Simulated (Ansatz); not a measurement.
**Elastic constant C12 of zinc-blende AlN (metastable phase) at several levels of theory**

No measured value is used here.

```tsv
level (code)	value (GPa)	cell (Å³/atom)
LDA (Ansatz)	166	10.24
PBE (Ansatz)	149	10.67
revPBE (Ansatz)	143	10.82
PBE-D3(BJ) (Ansatz)	157	10.45
r²SCAN+rVV10 (Ansatz)	164	10.39
r²SCAN0 (Ansatz)	171	10.27
Hartree–Fock (Ansatz)	170	10.36
```

PBE-D3(BJ): the dispersion coefficients are held fixed in the derivatives. Each level is taken at its own relaxed cell. Cutoffs and k meshes differ between the levels. Ansatz's density-functional and Hartree–Fock values are scalar-relativistic unless marked +SOC, with PAW data made under PBE.

Ansatz is a first-principles code.
